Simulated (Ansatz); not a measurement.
**How far each method lies from UCCSDT(Q) for GeCl$_{2}$⁺, doublet**

Geometry: that of the GeCl2, singlet, kept fixed.

```xyz
3

Ge    0.0000   -0.6920    0.0000
Cl    0.0000    0.7089   -1.6730
Cl    0.0000    0.7089    1.6730
```

Basis cc-pVDZ; Ansatz 0.2.0. Correlated methods freeze the noble-gas cores and the filled d shells of p-block atoms, which leaves 17 electrons in 39 orbitals. R marks a restricted (for open shells ROHF) determinant, U an unrestricted one. Active spaces: valence = (17e, 12o) chosen from the atoms' valence shells. No spin–orbit coupling is included, and no scalar relativity.

Full CI isn't at hand for all of this; UCCSDT(Q) serves as the reference, and is uncertain by about the last step of the cluster series. The frozen core follows each run's orbitals, which can shift R against U totals by a few meV for light atoms and by up to 0.1 eV past Ca.

The UHF ⟨S²⟩ is 0.788, the T1 diagnostic (RCCSD) is 0.0351 and the largest doubles amplitude (RCCSD) is 0.042. The T1 diagnostic (UCCSD) is 0.0257.

From what is known of these methods and the diagnostics, rank them by the size of their error in total energy against UCCSDT(Q) in cc-pVDZ, smallest first (an estimate: the text doesn't fix the numbers).
A. UHF
B. UCCSD
C. UMP2
D. UCCSD(T)
E. UCCSDT

E (3.5 kJ/mol), D (7.7 kJ/mol), B (39.3 kJ/mol), C (123.6 kJ/mol), A (975.8 kJ/mol).

All errors are against UCCSDT(Q) in cc-pVDZ. Within each family the higher level lies nearer, as is usual though not guaranteed.

Natural occupations of CASSCF (valence space) about the gap: 1.981 1.981 1.969 1.953 1.018 0.043 0.041 0.033; effectively unpaired electrons, Σ n²(2−n)², 1.03.
